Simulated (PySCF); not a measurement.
Ethoxyacetonitrile, C4H7NO.
Structure used (PBE0-D3(BJ)/def2-SVP), in Å, numbered top down from 1:
```xyz
13
C4H7NO angstrom
C      2.0017    0.2319   -0.1822
C      0.9095    1.0393    0.4898
O     -0.1644    0.2587    0.9764
C     -0.9563   -0.3493    0.0136
C     -1.6469    0.6094   -0.8701
N     -2.1673    1.3767   -1.5623
H      2.8481    0.8886   -0.4323
H      2.3673   -0.5622    0.4862
H      1.6671   -0.2319   -1.1227
H      1.3063    1.5496    1.3791
H      0.5283    1.8236   -0.1924
H     -1.7206   -0.9391    0.5419
H     -0.3948   -1.0513   -0.6332
```

Computed with TDDFT PBE0/def2-SVPD, vertical, gas phase, core orbitals frozen in the response in PySCF 2.14.0, density-fitted response routines.

Ground-to-excited transition dipoles (e·a0, same axes as the geometry; the sign carries no meaning), for the states with f of 0.002 or more among the lowest 6:

```tsv
state	E (hartree)	μx	μy	μz
S3	0.2810	0.091	0.257	0.003
S5	0.2937	0.090	0.017	0.068
S6	0.3021	-0.078	0.008	-0.061
```

Q: Work out the oscillator strengths.

A: f = (2/3) ΔE |μ|² with ΔE in hartree (27.2114 eV).

| state | \|μ\|² (au) | \|μ\| (D) | f |
| --- | --- | --- | --- |
| S3 | 0.074 | 0.69 | 0.014 |
| S5 | 0.013 | 0.29 | 0.003 |
| S6 | 0.010 | 0.25 | 0.002 |

Q: How is the summed strength of these states shared among x, y and z?

A: (2/3) Σ ΔE μα² gives 0.004 for x, 0.012 for y and 0.002 for z, 0.018 in all.

Q: What peak molar absorption coefficient would the strongest computed level give as a lone Gaussian band 0.4 eV wide at half height?

A: ε(max) = 2.175×10⁸ f / FWHM, with the width in cm⁻¹. S3: 2.175×10⁸ × 0.0139 / 3226 ≈ 940 L mol⁻¹ cm⁻¹.

One conformer stands for the species.
